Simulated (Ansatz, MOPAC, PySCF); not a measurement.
Gas-phase reaction in SMILES: C(Cl)(Cl)(Cl)Cl [tetrachloromethane] + 3 C (CH4) -> 4 CCl (CH3Cl) [chloromethane]

Property: bond separation energy (enthalpy at 298 K), in kcal/mol. Conventions: no spin-orbit coupling; valence correlation only; 6-311+G** with 5d, 6d on Na to Ar in Ansatz (a first-principles code); dispersion terms only where a functional's name holds one; non-relativistic; 6-31G* and kin with 6d, 5d where marked. Basis-set limits of correlation are two-point, X^-3; Hartree-Fock from the larger set. [CCSD(T)-MP2]/basis is that difference in the basis named. Ab initio and DFT rows: single points at B3LYP-D3(BJ) geometries (Ansatz), with unscaled harmonic terms from B3LYP/6-31G* (Ansatz) at its own minima. Semi-empirical rows: MOPAC heats of formation at their own minima for 298 K.

Measured values: Active Thermochemical Tables 1.112 (ions: stationary electron), as tabulated in the package chemicals; they hold spin-orbit and core effects, anharmonicity. 

Value to compare with, the measured value: -2.2 kcal/mol.

```
level                                                                             program  bond separation energy (enthalpy at 298 K) (kcal/mol)  error
-------------------------------------------------------------------------  --------------  -----------------------------------------------------  -----
PM3                                                                                 MOPAC                                                    6.3    8.5
PM6                                                                                 MOPAC                                                    0.0    2.2
HF/6-311+G**                                                                       Ansatz                                                  -22.4  -20.2
BP86/def2-SVP                                                                       PySCF                                                    1.7    3.9
B3LYP/6-31G                                                                        Ansatz                                                  -18.3  -16.1
B3LYP/6-31G*                                                                       Ansatz                                                  -12.3  -10.1
PBE0/6-311+G**                                                                     Ansatz                                                   -8.5   -6.3
r2SCAN-D4/def2-TZVPD                                                       Ansatz + dftd4                                                   -2.1    0.1
M06-2X/def2-TZVPD                                                                   PySCF                                                   -7.3   -5.1
RI-MP2/CBS(aug-cc-pV(T+d)Z,aug-cc-pV(Q+d)Z)+[CCSD(T)-MP2]/aug-cc-pV(T+d)Z          Ansatz                                                   -4.6   -2.4
```

Among the 7 habitual levels, HF/6-311+G** lies farthest from the measured value (-20.2 kcal/mol) and PM6 nearest (2.2); 3 of 7 lie above it, and their mean absolute error is 9.6 kcal/mol, the median 8.5. One case shows no general order.

The levels are drawn from those run, B3LYP/6-31G* more often than the rest, none by its result; left out are runs that failed, that the program found above a lower state of the same kind, or whose <S^2> lies over 0.5 above the pure value.
